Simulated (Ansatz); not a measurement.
For trigonal Se, PBE-D4 (Ansatz, a program for electronic structure, plane waves, PAW) gives:

* **lattice constant a**: 4.059 Å
* **lattice parameter c**: 5.131 Å

### Question
What does HSE06 in Ansatz (plane waves, PAW) give for the same quantities?

### Answer

- lattice constant a: 4.859 Å (rises by 20 %)
- lattice parameter c: 4.886 Å (decreases by 4.8 %)

For comparison: lattice constant a 4.365 Å (measured, 293 K, not corrected to a static lattice; as tabulated in Wikipedia's data pages); lattice parameter c 4.958 Å (measured, 293 K, not corrected to a static lattice; as tabulated in Wikipedia's data pages).

Changes are worked out from the printed values.

Unless a cell is named, each level is at its own relaxed cell (PBE-D4 24.41, HSE06 33.30 Å³/atom).

Caveats: the cell comes from a level without a dispersion term, which matters for the spacing of layers, chains or molecules (HSE06). Ansatz's density-functional and Hartree–Fock values are scalar-relativistic unless marked +SOC, with PAW data made under PBE.
